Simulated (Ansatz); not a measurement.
Input and output for `[AlH2][NH][SiH3]`.

```yaml
crystal:
  periodic: [false, false, false]
  atoms:
    - {symbol: Al, position_ang: [-0.744372, 0.879581, -1.351800]}
    - {symbol: N, position_ang: [0.325698, 0.550730, 0.035093]}
    - {symbol: Si, position_ang: [0.459878, -0.875611, 0.999152]}
    - {symbol: H, position_ang: [-1.736215, -0.261164, -1.812224]}
    - {symbol: H, position_ang: [-0.632430, 2.302094, -2.037777]}
    - {symbol: H, position_ang: [0.949074, 1.301396, 0.305183]}
    - {symbol: H, position_ang: [1.826873, -1.465949, 0.942145]}
    - {symbol: H, position_ang: [-0.515352, -1.862525, 0.468837]}
    - {symbol: H, position_ang: [0.155248, -0.614854, 2.434291]}
basis:
  gaussian: {orbitals: aug-pcseg-2}
hamiltonian: {xc: {name: SVWN5}}
scf: {lower_state_search: light}
output: {forces: true}
```

```sh
$ ansatz run in.yaml --threads 2 --pin off --events-out ev --progress --plain --max-ram 4352MiB
```

Output, abridged:

```
Functional definition: SVWN5
1200 factors; their error is unknown
mean field evaluation 1: about -15977.8230 eV, gradient 8.2e1 eV
mean field evaluation 2: about -15906.9004 eV, gradient 1.5e2 eV
mean field evaluation 4: about -15991.0713 eV, gradient 8.5e0 eV
mean field evaluation 8: about -15991.2792 eV, gradient 1.8e-1 eV
mean field evaluation 16: about -15991.2520 eV, gradient 1.9e-4 eV
mean field -15991.25196561 eV, -587.6676704764 hartree, gradient 1.6e-5 eV, S^2 0.000000; 0 other end points of the search recorded, 0 dependent functions left out
reference -15991.25203494 eV, -587.6676730240 hartree; 20, 20 occupied and 264, 264 virtual orbitals, 1200 factors
Total energy: -15991.25203494 eV, -587.6676730240 hartree
Atom 0 at    -0.744372     0.879581    -1.351800 Å, force     0.097046    -0.048522     0.137187 eV/Å
Atom 1 at     0.325698     0.550730     0.035093 Å, force    -0.324195    -0.340974    -0.168688 eV/Å
Atom 2 at     0.459878    -0.875611     0.999152 Å, force    -0.028274     0.155134    -0.122269 eV/Å
Atom 3 at    -1.736215    -0.261164    -1.812224 Å, force    -0.041485    -0.096684     0.008475 eV/Å
Atom 4 at    -0.632430     2.302094    -2.037777 Å, force     0.028670     0.080882    -0.014301 eV/Å
Atom 5 at     0.949074     1.301396     0.305183 Å, force     0.279092     0.356559     0.109458 eV/Å
Atom 6 at     1.826873    -1.465949     0.942145 Å, force     0.138671    -0.053900    -0.013274 eV/Å
Atom 7 at    -0.515352    -1.862525     0.468837 Å, force    -0.114338    -0.086524    -0.077520 eV/Å
Atom 8 at     0.155248    -0.614854     2.434291 Å, force    -0.035187     0.034029     0.140932 eV/Å
Dipole moment:     0.103441     0.149092     0.030838 e Å
```

Hardware: 2 threads of an Arm Neoverse V1 on a shared host. Wall time 4.2 s, peak host memory 0.37 GiB.
